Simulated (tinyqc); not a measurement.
Stretching all distances: RHF, UHF, MP2, CISD and CCSD against full CI in the sto-3g basis, for LiH, spin multiplicity 1. Computed by the program tinyqc with PySCF. All coordinates are multiplied by the scale. c0^2 is the weight of the RHF determinant in the lowest singlet FCI state (UHF is spin-contaminated and may lie near states of higher spin) and n(LUMO) the first natural occupation beyond the occupied space.

Geometry (angstrom):
```
atom,x,y,z
Li,0.0000,0.0000,0.0000
H,0.0000,0.0000,1.4580
```

Full CI energy (hartree) and errors against it (kcal/mol):
```
scale,distance 1-2 (angstrom),E(FCI),RHF,UHF,MP2,CISD,CCSD,<S^2> UHF,c0^2,n(LUMO)
0.940,1.371,-7.87635,11.084,11.084,3.834,0.007,0.005,0.000,0.980,0.032
1.110,1.618,-7.88198,13.032,13.032,4.841,0.009,0.007,0.000,0.973,0.044
1.280,1.866,-7.87048,16.438,16.438,6.626,0.012,0.009,0.000,0.960,0.068
1.450,2.114,-7.85237,21.477,20.644,9.345,0.016,0.013,0.261,0.936,0.109
1.630,2.377,-7.83232,28.876,18.186,13.432,0.024,0.021,0.668,0.892,0.180
1.800,2.624,-7.81595,38.011,13.215,18.474,0.036,0.031,0.826,0.831,0.279
1.970,2.872,-7.80360,49.041,8.634,24.281,0.049,0.044,0.904,0.757,0.403
2.140,3.120,-7.79525,61.192,5.324,29.909,0.063,0.057,0.946,0.687,0.530
```

What does the comparison show, and why?

UHF parts from RHF first at scale 1.45 of those listed, where <S^2> leaves zero. The weight c0^2 goes from 0.98 to 0.69 and n(LUMO) from 0.03 to 0.53: static correlation grows as the bonds break into open-shell fragments. The spread of the error along the curve, which distorts its shape, is CCSD 0.1, CISD 0.1, UHF 15.3, MP2 26.1, RHF 50.1 kcal/mol.
